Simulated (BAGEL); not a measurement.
# RI-MP2/cc-pVTZ (density fitting with qzvpp-jkfit) run of N2H4 (hydrazine)

What is the energy change on altering one bond length of N2H4 (hydrazine) at RI-MP2/cc-pVTZ (density fitting with qzvpp-jkfit)? 

The calculation is run with BAGEL 1.2.2.

8 further runs of the same task are left out: 8 set aside as unsound or not needed.

### Step 1. The molecule

N2H4: 6 atoms, total charge 0, spin state singlet. As SMILES, `NN`. Geometry: relaxed at PBE0-D4/def2-TZVP. This is one conformer, not always the lowest.

Bond lengths: N1–N2 1.415 Å, N1–H3 1.014 Å, N1–H4 1.011 Å, N2–H5 1.014 Å, N2–H6 1.011 Å. Angles: N1–N2–H5 112.7°, N1–N2–H6 108.2°, N2–N1–H3 112.7°, N2–N1–H4 108.2°, H5–N2–H6 108.3°, H3–N1–H4 108.3°.

### Step 2. A single-point energy at RI-MP2/cc-pVTZ (density fitting with qzvpp-jkfit)

File input.json:

```json
{ "bagel" : [

{
  "title" : "molecule",
  "basis" : "cc-pvtz.json",
  "df_basis" : "qzvpp-jkfit",
  "angstrom" : "true",
  "geometry" : [
    { "atom" : "N", "xyz" : [   -0.135100,   -0.701700,    0.195900 ] },
    { "atom" : "N", "xyz" : [    0.447300,    0.583800,    0.089900 ] },
    { "atom" : "H", "xyz" : [   -1.076200,   -0.737600,   -0.180500 ] },
    { "atom" : "H", "xyz" : [    0.438700,   -1.352200,   -0.322700 ] },
    { "atom" : "H", "xyz" : [    0.103900,    1.104700,   -0.709700 ] },
    { "atom" : "H", "xyz" : [    0.221500,    1.102900,    0.927100 ] }
  ]
},
{
  "title" : "hf"
},
{
  "title" : "mp2",
  "ncore" : 2
}

]}
```

The basis set cc-pVTZ is read from a file made from the Basis Set Exchange's data (not shown).

On the command line:

```
$ BAGEL_NUM_THREADS=1 BAGEL input.json > input.out
```

What it wrote:

```text
* using 1 threads per process

  ===============================================================
  ===============================================================

  *** Geometry ***

  { "atom" : "N", "xyz" : [     -0.255302,     -1.326021,      0.370197 ] },
  { "atom" : "N", "xyz" : [      0.845274,      1.103222,      0.169886 ] },
  { "atom" : "H", "xyz" : [     -2.033723,     -1.393862,     -0.341096 ] },
  { "atom" : "H", "xyz" : [      0.829023,     -2.555288,     -0.609815 ] },
  { "atom" : "H", "xyz" : [      0.196343,      2.087580,     -1.341139 ] },
  { "atom" : "H", "xyz" : [      0.418574,      2.084179,      1.751965 ] },

  Number of auxiliary basis functions:      226

  Since a DF basis is specified, we compute 2- and 3-index integrals:
    o Being stored without compression. Storage requirement is 0.024 GB

  Number of basis functions:      116
  Number of electrons      :       18

    * METHOD: MOLECULE                             0.09

  *** RHF ***

  === Nuclear Repulsion ===
    41.8337110163

      * DIIS with orbital gradients will be used.

  === RHF iteration (cc-pvtz.json) ===
      0       -111.06360581          0.02033474           0.02
      1       -111.18281705          0.01144250           0.02
      2       -111.22345622          0.00149739           0.03
      3       -111.22447926          0.00028845           0.03
      4       -111.22452652          0.00006326           0.03
      5       -111.22453076          0.00001384           0.03
      6       -111.22453099          0.00000414           0.03
      7       -111.22453101          0.00000075           0.03
      8       -111.22453101          0.00000025           0.03
      9       -111.22453101          0.00000005           0.03
     10       -111.22453101          0.00000001           0.03
     11       -111.22453101          0.00000000           0.03
    * SCF iteration converged.

    * Permanent dipole moment:
           (    0.550691,    -0.207932,     0.504183) a.u.

    * METHOD: HF                                   0.39

  *** RHF ***

  === Nuclear Repulsion ===
    41.8337110163

      * DIIS with orbital gradients will be used.

  === RHF iteration (cc-pvtz.json) ===
      0       -111.22453101          0.00000000           0.02
    * SCF iteration converged.

    * Permanent dipole moment:
           (    0.550691,    -0.207932,     0.504183) a.u.

  === DF-MP2 calculation ===

    * freezing 2 orbitals
    * 3-index integral transformation done
    * assembly done

      MP2 correlation energy:   -0.4386646484      0.02

      MP2 total energy:       -111.6631956544

    * METHOD: MP2                                  0.08

  ===============================================================
```

It took 0.79 s on 1 thread of Intel Xeon Platinum 8488C (Sapphire Rapids), shared host.

### Step 3. The distorted shape, same level

File job.json:

```json
{ "bagel": [

{
  "title": "molecule",
  "basis": "cc-pvtz.json",
  "df_basis": "qzvpp-jkfit",
  "angstrom": true,
  "geometry": [
    { "atom": "N", "xyz": [   -0.307240,   -0.506550,    0.351480 ] },
    { "atom": "N", "xyz": [    0.275160,    0.778950,    0.245480 ] },
    { "atom": "H", "xyz": [   -1.248340,   -0.542450,   -0.024920 ] },
    { "atom": "H", "xyz": [    0.438700,   -1.352200,   -0.322700 ] },
    { "atom": "H", "xyz": [   -0.068240,    1.299850,   -0.554120 ] },
    { "atom": "H", "xyz": [    0.049360,    1.298050,    1.082680 ] }
  ]
},
{ "title": "hf" },
{ "title": "mp2", "ncore": 2 }

]}
```

The basis set cc-pVTZ is read from a file made from the Basis Set Exchange's data (not shown).

On the command line:

```
$ BAGEL_NUM_THREADS=1 BAGEL job.json > job.out
```

What it wrote:

```text
* using 1 threads per process

  ===============================================================
  ===============================================================

  *** Geometry ***

  { "atom" : "N", "xyz" : [     -0.580599,     -0.957241,      0.664201 ] },
  { "atom" : "N", "xyz" : [      0.519977,      1.472002,      0.463890 ] },
  { "atom" : "H", "xyz" : [     -2.359021,     -1.025082,     -0.047092 ] },
  { "atom" : "H", "xyz" : [      0.829023,     -2.555288,     -0.609815 ] },
  { "atom" : "H", "xyz" : [     -0.128955,      2.456361,     -1.047135 ] },
  { "atom" : "H", "xyz" : [      0.093277,      2.452959,      2.045969 ] },

  Number of auxiliary basis functions:      226

  Since a DF basis is specified, we compute 2- and 3-index integrals:
    o Being stored without compression. Storage requirement is 0.024 GB

  Number of basis functions:      116
  Number of electrons      :       18

    * METHOD: MOLECULE                             0.08

  *** RHF ***

  === Nuclear Repulsion ===
    40.7160957070

      * DIIS with orbital gradients will be used.

  === RHF iteration (cc-pvtz.json) ===
      0       -111.00677413          0.01997298           0.02
      1       -111.12346804          0.01224511           0.02
      2       -111.17277485          0.00158922           0.03
      3       -111.17415485          0.00041482           0.02
      4       -111.17425416          0.00015530           0.02
      5       -111.17426937          0.00004992           0.02
      6       -111.17427207          0.00001530           0.02
      7       -111.17427234          0.00000397           0.02
      8       -111.17427235          0.00000158           0.02
      9       -111.17427235          0.00000044           0.02
     10       -111.17427235          0.00000015           0.02
     11       -111.17427235          0.00000006           0.02
     12       -111.17427235          0.00000003           0.02
     13       -111.17427235          0.00000001           0.02
    * SCF iteration converged.

    * Permanent dipole moment:
           (    0.551693,    -0.263106,     0.489354) a.u.

    * METHOD: HF                                   0.40

  *** RHF ***

  === Nuclear Repulsion ===
    40.7160957070

      * DIIS with orbital gradients will be used.

  === RHF iteration (cc-pvtz.json) ===
      0       -111.17427235          0.00000001           0.02
    * SCF iteration converged.

    * Permanent dipole moment:
           (    0.551693,    -0.263106,     0.489355) a.u.

  === DF-MP2 calculation ===

    * freezing 2 orbitals
    * 3-index integral transformation done
    * assembly done

      MP2 correlation energy:   -0.4459360616      0.02

      MP2 total energy:       -111.6202084141

    * METHOD: MP2                                  0.07

  ===============================================================
```

Run time: 0.8 s. Hardware: 1 thread of Intel Xeon Platinum 8488C (Sapphire Rapids), shared host.

### Step 4. Results

Level: RI-MP2/cc-pVTZ (density fitting with qzvpp-jkfit), 2 core orbitals frozen.

| quantity | value |
| --- | --- |
| first shape: total energy | -111.66320 Eh |
| first shape: correlation energy (2 core orbitals frozen) | -438.7 mEh |
| distorted shape: total energy | -111.62021 Eh |
| distorted shape: correlation energy (2 core orbitals frozen) | -445.9 mEh |
| energy change with the N1–H4 bond stretched from 1.011 to 1.314 Å | 1.170 eV |

With the N1–H4 bond stretched from 1.011 to 1.314 Å the energy rises by 1.17 eV (113 kJ/mol). The first shape isn't relaxed at this level, so the change isn't measured from a minimum.
